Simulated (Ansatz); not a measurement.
# CH₆Si + H₂O: a complex and its separated parts

Aim: how far the complex at one end of a reaction step lies below its separated, relaxed parts, level by level.

Program: Ansatz 0.2.0, Gaussian basis. Level of theory: PBE0-D4/def2-TZVP structures, single points in def2-TZVPP, no counterpoise correction. These are calculated values, not measurements.

Levels: SPW92, PBE-D4, BLYP-D4, r2SCAN-D4, B97M-V, PBE0-D4, B3LYP-D4, r2SCAN0-D4, BHLYP-D4, CAM-B3LYP-D4, wB97X-V, wB97M-V, B2PLYP, PBE-QIDH, RPA on PBE, Hartree-Fock, MP2, CCSD, CCSD(T).

Cores are frozen in the correlated methods. B3LYP uses VWN-RPA correlation. B2PLYP carries no dispersion term here.

21 further runs of the same task are left out: 21 set aside as unsound or not needed.

**1. The starting structure**

The complex: 11 atoms, charge 0, spin multiplicity 1.

Atoms are counted from 1 here; the program's logs count them from 0.

Bond lengths: Si1–C2 1.865 Å, Si1–H3 1.490 Å, Si1–H4 1.489 Å, Si1–H5 1.491 Å, C2–H8 1.092 Å, C2–H9 1.092 Å, C2–H10 1.092 Å, H6–O7 0.960 Å, O7–H11 0.961 Å. Angles: C2–Si1–H3 111.4°, C2–Si1–H4 111.4°, C2–Si1–H5 111.4°, H3–Si1–H4 107.4°, H3–Si1–H5 107.7°, H4–Si1–H5 107.4°, Si1–C2–H8 110.8°, Si1–C2–H9 109.5°, Si1–C2–H10 110.8°, H8–C2–H9 108.8°, H8–C2–H10 108.1°, H9–C2–H10 108.7°, H6–O7–H11 104.8°.

Coordinates:

```xyz
11
CH8OSi
Si   -0.93537    0.54915    0.33318
C     0.20671   -0.54693    1.31966
H    -1.54841   -0.19023   -0.80659
H    -2.04659    1.07254    1.17491
H    -0.20971    1.72422   -0.22774
H     0.51241   -0.58796   -2.37516
O     1.35014   -0.33428   -1.97966
H    -0.33431   -1.40294    1.72894
H     1.00781   -0.91360    0.67510
H     0.65020    0.00381    2.15212
H     1.34693    0.62611   -1.99495
```

Its parts: CH₆Si holds atoms 1, 2, 3, 4, 5, 8, 9, 10; H₂O holds atoms 6, 7, 11. Each part counts its atoms afresh in its own runs.

**2. Relaxing CH₆Si alone**

Contents of relax-a/in.yaml:

```yaml
crystal:
  periodic: [false, false, false]
  atoms:
    - {symbol: Si, position_ang: [-0.935375, 0.549155, 0.333179]}
    - {symbol: C, position_ang: [0.206707, -0.546931, 1.319659]}
    - {symbol: H, position_ang: [-1.548410, -0.190228, -0.806591]}
    - {symbol: H, position_ang: [-2.046594, 1.072535, 1.174907]}
    - {symbol: H, position_ang: [-0.209710, 1.724225, -0.227737]}
    - {symbol: H, position_ang: [-0.334307, -1.402937, 1.728943]}
    - {symbol: H, position_ang: [1.007809, -0.913603, 0.675100]}
    - {symbol: H, position_ang: [0.650204, 0.003809, 2.152121]}
basis:
  gaussian: {orbitals: def2-TZVP}
hamiltonian: {xc: pbe0, dispersion: d4}
relax: {f_tol: 0.005, max_steps: 200}
```

The command line of these runs was not kept.

The runs that follow: Relaxing H₂O alone; wB97M-V/def2-TZVPP; CCSD(T)/def2-TZVPP; Vibrations of CH₆Si; Vibrations of H₂O.

What does the calculation give? Wanted: complex less parts, CCSD(T)/def2-TZVPP; with zero-point energy; largest T1 diagnostic.

**Answer**, as computed:

```
                              quantity         value
complex less parts, CCSD(T)/def2-TZVPP  -10.3 kJ/mol
                with zero-point energy   -5.8 kJ/mol
                 largest T1 diagnostic         0.010
```

**Reading.** At CCSD(T) the complex lies 10.3 kJ/mol below its parts. Among the functionals BHLYP-D4 lands nearest to CCSD(T) (-0.9 kJ/mol) and SPW92 farthest (-10.1 kJ/mol). By rung, the mean size of the error is: LDA 10.1, GGA 2.4, meta-GGA 3.1, hybrid 1.3, range-separated hybrid 2.0, double hybrid 1.8 kJ/mol. PBE-D4 gives a relative energy 3.6 kJ/mol too low, an error of 34 % of the reference. No counterpoise was applied, and triple zeta lacks some correlation, so the CCSD(T) reference has a basis error of its own, and close matches with it are partly luck.
